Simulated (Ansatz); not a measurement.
## HGeCl, singlet in cc-pVDZ: errors against RCCSDT(Q)

Geometry: displaced at random from a stationary point.

```xyz
3

Ge   -0.0002   -0.0286    0.7120
Cl   -0.0010    0.0128   -1.4816
H     0.0470    1.6085    0.8039
```

Basis cc-pVDZ; Ansatz 0.2.0. Correlated methods freeze the noble-gas cores and the filled d shells of p-block atoms, which leaves 12 electrons in 31 orbitals. R marks a restricted (for open shells ROHF) determinant. Active spaces: valence = (12e, 9o) chosen from the atoms' valence shells. No spin–orbit coupling is included, and no scalar relativity.

Full CI isn't at hand for all of this; RCCSDT(Q) serves as the reference, and is uncertain by about the last step of the cluster series.

```
UHF ⟨S²⟩                          : 0.000
T1 diagnostic (RCCSD)             : 0.0152
largest doubles amplitude (RCCSD) : 0.068
```

```tsv
level	E − E(RHF) (eV)
RMP2	-5.7190
RCCSD	-6.5271
RCCSD(T)	-6.6839
```

Task: Estimate how far RCCSDT(Q) in cc-pVDZ lies from RCCSD(T). The table doesn't fix it; the size of (T) and the diagnostics are the guide.

Result: RCCSDT(Q) in cc-pVDZ lies 3.3 kJ/mol below RCCSD(T), which is 22 % of the (T) step (-15.1 kJ/mol). The diagnostics are small and one determinant leads, so the series closes fast and only a small part of (T) is left.

The other levels:

```
                   level  E − E(RCCSDT(Q)) (kJ/mol)  share of correlation (%)  wall time
                    CISD                       70.4                     89.13     0.81 s
                 BCCD(T)                        3.2                     99.50     0.75 s
                  RCCSDT                        1.4                     99.79          –
  CASSCF (valence space)                      520.3                     19.73          –
  NEVPT2 (valence space)                      114.2                     82.38        4 s
  MRCISD (valence space)                       41.2                     93.65          –
MRCISD+Q (valence space)                        3.2                     99.50      5.5 s
```

The correlation energy at RCCSDT(Q), counted from RHF, is -6.718 eV. That run took 3 s on 1 thread of Arm Neoverse V2, shared host.

Times hold each run's SCF and search for its determinant on a shared host, so for small cases they say little of a method's own cost; they ran on 1 thread of Arm Neoverse V2.

Natural occupations of CASSCF (valence space) about the gap: 1.999 1.993 1.984 1.973 1.934 0.062 0.032 0.024; effectively unpaired electrons, Σ n²(2−n)², 0.04.
